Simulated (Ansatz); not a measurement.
# BSiH₄ (doublet): from Hartree-Fock to the top rungs at distance B1–H4 along a hydrogen transfer = 1.406 Å, cc-pVDZ

One table from this session's results is given with a row withheld; the runs are named, their logs left out.

Program: Ansatz 0.2.0, Gaussian basis. Level of theory: cc-pVDZ, core rule «outside noble gas», up to 6 orbitals frozen. These are calculated values, not measurements.

To be run: UHF; CCSD(T) on ROHF; CCSD(T) on UHF; BCCD(T) on ROHF; CISD; CCSDT(Q) on ROHF; CCSDT(Q) on UHF; CASSCF and MRCISD+Q, 3 electrons in 3 orbitals; CASSCF and NEVPT2, 3 electrons in 3 orbitals; CASSCF and NEVPT2, 9 electrons in 9 orbitals.

5 further runs of the same task are left out: 4 that didn't finish, 1 set aside as unsound or not needed.

## The system

The geometry derives from fragments relaxed apart (PBE0/def2-TZVP) and kept rigid, so it is no stationary point. A hydrogen atom is moved between rigid fragments.

6 atoms, charge 0, spin multiplicity 2.

Atoms are counted from 1 here; the program's logs count them from 0.

Bond lengths: B1–H2 1.193 Å, B1–H3 1.193 Å, B1–H4 1.406 Å, Si5–H6 1.532 Å. Angles: H2–B1–H3 120.0°, H2–B1–H4 120.0°, H3–B1–H4 120.0°.

Set-up of the first run:

Contents of in.yaml:

```yaml
crystal:
  periodic: [false, false, false]
  atoms:
    - {symbol: B, position_ang: [-2.302289, 0.034738, 0.000000]}
    - {symbol: H, position_ang: [-2.899022, 1.068310, 0.000000]}
    - {symbol: H, position_ang: [-2.899022, -0.998833, 0.000000]}
    - {symbol: H, position_ang: [-0.896289, 0.034738, 0.000000]}
    - {symbol: Si, position_ang: [1.073711, 0.034738, 0.000000]}
    - {symbol: H, position_ang: [1.470146, -1.444775, 0.000000]}
basis:
  gaussian: {orbitals: cc-pVDZ}
magnetization: {spin_polarized: true, initial_magnetization: 1}
hamiltonian: {xc: hf}
output: {orbitals: {seedname: orbitals}}
```

On the command line:

```bash
$ ansatz run in.yaml --threads 1 --pin off --events-out ev --progress --plain --max-ram 2393MiB
```

Steps of the session up to this table: UHF; CCSD(T) on ROHF; CCSD(T) on UHF; BCCD(T) on ROHF; CISD; CCSDT(Q) on ROHF; CCSDT(Q) on UHF; CASSCF and MRCISD+Q, 3 electrons in 3 orbitals; CASSCF and NEVPT2, 3 electrons in 3 orbitals; CASSCF and NEVPT2, 9 electrons in 9 orbitals.

One table of the session follows, with a row left open; its other results are not shown here.

```
       method  from UCCSDT(Q) (meV)
         ROHF               +6073.7
          UHF               +5955.3
         RMP2               +1444.4
         UMP2               +1465.1
         CISD                +673.2
        RCCSD                +170.9
        UCCSD                +168.2
     RCCSD(T)                 +39.7
     UCCSD(T)                 +39.9
      BCCD(T)                 +39.9
       RCCSDT                  +5.4
       UCCSDT                  +5.3
    RCCSDT(Q)                     ?
    UCCSDT(Q)                     0
  CASSCF pair               +5613.7
  MRCISD pair                +593.0
MRCISD+Q pair                 +24.6
```

Q: Estimate the row for RCCSDT(Q) from the others.

The run gave: from UCCSDT(Q) (meV): +0.4. In the column «from UCCSDT(Q) (meV)» it lies between UCCSDT(Q) (0) and UCCSDT (+5.3).

Not comparable, so not listed: CASSCF and NEVPT2, 3 electrons in 3 orbitals (they don't share determinant, frozen orbitals or solution with the rows shown, or repeat one).

Limits of these values: Left out of the table: CASSCF frontier, NEVPT2 frontier (the active space lost an orbital or holds another state than full CI finds). Restricted and unrestricted rows rest on different reference determinants; where their highest levels disagree by more than a few hundredths of an eV, they describe different states and don't form one ladder. Warnings in the runs' records: passed over end.
